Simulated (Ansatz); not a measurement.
A made-up structure of BSiH$_{3}$O, singlet:

O1  (1.363, -1.835, 1.155)
B2  (0.724, -0.975, 0.614)
Si3  (-0.335, 0.451, -0.284)
H4  (-1.481, -0.184, -0.978)
H5  (0.542, 1.144, -1.257)
H6  (1.039, -1.843, -0.072)
(Å)

It is relaxed with PBE-D4/def2-SVP and then PBE0-D4/def2-TZVP (Ansatz 0.2.0). Atoms count as bonded within 1.22 times the sum of their covalent radii (H–H: 0.88 Å). The end point is not checked to be a true minimum.

Problem. Does its bonding change? (A judgement: the text doesn't fix the answer.)

Solution. The calculation gives: Yes. Formed: Si3–H6; broken: B2–H6.

Where it ends: The first stage lowers the energy by 3.91 eV in 17 steps. It ends as BSiH₃O ([O][B][SiH3]):
```
atom    x (Å)    y (Å)    z (Å)
  O1   1.2024  -1.5196   2.0552
  B2   0.7833  -1.0602   1.0274
 Si3   0.0892  -0.2996  -0.6758
  H4  -1.3882  -0.2212  -0.5856
  H5   0.6710   1.0516  -0.8564
  H6   0.4952  -1.1928  -1.7868
```

Labels in which every atom is bracketed show which atoms are joined, not bond orders.

For scale, one of the runs: PBE0-D4/def2-TZVP relaxation, 117 basis functions, launched by `ansatz run in.yaml --threads 2 --pin off --events-out ev --progress --plain --max-ram 4352MiB`. Hardware: 2 CPU threads of an Arm Neoverse V2, shared host. Wall time about 5.5 s.
